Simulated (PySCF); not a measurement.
Cubic BN: correlation energy from several methods in one and the same small orbital space (PySCF; 2 atoms at the zone centre, 8 electrons in 58 orbitals, empty ones MP2 natural orbitals of a TZ basis, lattice constant set to 3.50752 Å). Its volume lies 9 % below that of the crystal's usual cell. It tests the methods against each other and lies far from the crystal's limit.

| method | E_corr (eV per atom) | share of CCSDT(Q) (%) | difference (meV) |
|---|---|---|---|
| MP2 | -2.8202 | 81.7 | 630 |
| CCSD | -3.3384 | 96.8 | 112 |
| CCSD(T) | -3.4301 | 99.4 | 20 |
| CCSDT | -3.4458 | 99.9 | 4 |
| CCSDT(Q) | -3.4501 | 100.0 | 0 |

MP2, (T) and (Q) use filled levels shifted down by the Madelung term, which in so small a cell is a large part of the gap, so these rows hang on it.

CCSDT(Q) is the highest level reached here, not an exact value.
